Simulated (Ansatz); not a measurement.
Process, species as SMILES: F[SiH2]F [difluorosilane] + 2 [H][H] (H2) → 2 F (HF) + [SiH4] (SiH4)

Quantity: energy of full hydrogenation (electronic), in kcal/mol. Conventions: 6-311+G** with 5d, 6d on Na to Ar in Ansatz (a program for electronic structure); six Cartesian d functions in 6-31G* and its kin unless marked 5d; LANL2DZ with its own core potentials from Na on; frozen cores in correlated levels; non-relativistic; spin-orbit terms left out. Basis-set limits of correlation are two-point, X^-3; Hartree-Fock from the larger set. Ab initio and DFT rows: single points at B3LYP-D3(BJ) geometries (Ansatz).

Coupled cluster (Ansatz) is a level with limits of its own, used here on species with T1 under 0.025 (0.045 for open shells) and stable references: CCSD(T)/CBS(cc-pV(T+d)Z,cc-pV(Q+d)Z).

Value to compare with, CCSD(T)/CBS(cc-pV(T+d)Z,cc-pV(Q+d)Z) (Ansatz): 58.5 kcal/mol.

```csv
level,program,energy of full hydrogenation (electronic) (kcal/mol),difference
HF/STO-3G,Ansatz,30.7,-27.8
HF/3-21G,Ansatz,69.4,10.9
HF/LANL2DZ,Ansatz,24.9,-33.6
HF/6-31G*,Ansatz,65.5,7.0
HF/6-311+G**,Ansatz,42.8,-15.7
```

Among the 5 habitual levels, HF/LANL2DZ lies farthest from CCSD(T)/CBS(cc-pV(T+d)Z,cc-pV(Q+d)Z) (Ansatz) (-33.6 kcal/mol) and HF/6-31G* nearest (7.0); 2 of 5 lie above it, and their mean absolute difference is 19.0 kcal/mol, the median 15.7. One case shows no general order.

The sets are all those run for this method; runs whose electronic state is in doubt are left out.
